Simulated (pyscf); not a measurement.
Optimised with ωB97X-D3(BJ)/def2-SVP in PySCF.

Question: Estimate by transition-state theory the rate constant of H₃C–CH₃ (SMILES CC) + [HO–Zn]• (SMILES [OH][Zn]) → H₃C–Zn–OH (SMILES [CH3][Zn][OH]) + CH₃• (SMILES [CH3]) (doublet surface; C–C broken, C–Zn formed) at 600 K, with ωB97M-D3(BJ)/def2-TZVP energies (ideal gas, 1 atm, RRHO with modes under 100 cm⁻¹ raised to 100, one conformer, R ln 2 for chiral ones without a mode under 150 cm⁻¹; no tunnelling).

Answer: The electronic barrier is 48.7 kcal/mol and the thermal terms add +13.1, so ΔG‡ = 61.8 kcal/mol. With k_BT/h = 1.25e+13 s⁻¹ and RT = 1.192 kcal/mol, and a volume of 8.18e-20 cm³ per molecule at 1 atm, k = 3.3e-29 cm³ molecule⁻¹ s⁻¹. Wigner's tunnelling factor for 1097i cm⁻¹ would be 1.29. A shift of 1 kcal/mol in the barrier changes k by a factor 2.3. This is the saddle that the search found; another between the same sides may lie lower. The angle at the attacked C is 176°. Elements up to Kr have no core potential and no relativistic terms here.
